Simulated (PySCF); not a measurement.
# Gas-phase XPS of `C=CCCl`, computed

Species: C₃H₅Cl.
Atom-mapped SMILES: `[CH2:1]=[CH:2][CH2:3][Cl:4]`

Computed with delta-SCF UKS SCAN, pcX-2 on the ionised atom, pcseg-1 elsewhere, spin-free X2C (PySCF 2.14.0). Vertical ΔSCF values, vacuum level as zero.

Problem. List the computed XPS lines with their assignment.

Solution. 
| atom(s) | bonded to | level | binding energy (eV) | 2p1/2 (eV) | above the level's lowest (eV) | count |
| --- | --- | --- | --- | --- | --- | --- |
| Cl4 | C | Cl 1s | 2828.32 | – | 0.00 | 1 |
| C3 | Cl, C and 2 H | C 1s | 292.48 | – | +1.85 | 1 |
| C2 | C (double bond), C and H | C 1s | 291.06 | – | +0.43 | 1 |
| C1 | C (double bond) and 2 H | C 1s | 290.63 | – | 0.00 | 1 |
| Cl4 | C | Cl 2p3/2 | 205.73 | 207.38 | 0.00 | 1 |

The listed C 1s values span 1.85 eV, from C1 (bonded to C (double bond) and 2 H) to C3 (bonded to Cl, C and 2 H). The widest gap between neighbouring values is 1.42 eV, between 291.06 and 292.48 eV.

Problem. Which photon wavelength matches the Cl 2p3/2 of Cl4 threshold?

Solution. λ = hc/E = 12398.42 eV Å / 205.73 eV = 60.265 Å.

Problem. Which effective nuclear charge Zeff reproduces each element's mean 1s value in the hydrogen-like formula E = 13.606 eV × Zeff²?

Solution. C (Z = 6): mean 291.4 eV, Zeff = 4.63, Z − Zeff = 1.37; Cl (Z = 17): mean 2828.3 eV, Zeff = 14.42, Z − Zeff = 2.58. Means run over the listed sites, weighted by atom count.

Spin–orbit coupling isn't in the SCF: each 2p doublet comes from a relaxed spin-free hole plus a matrix of the shell (mean-field spin–orbit coupling and the ground-state 2p splitting), with 2p3/2 averaged over its two sublevels. 2p1/2 minus 2p3/2 (ligand field included): Cl 1.65 eV. Isolated species at its GFN2-xTB geometry (one conformer only).

The run took 16 s on an x86-64 server with one thread, on a shared host.

Shape of the structure used: `[CH2:1]=[CH:2][CH2:3][Cl:4]`: C1–C2–C3–Cl4 -114°.
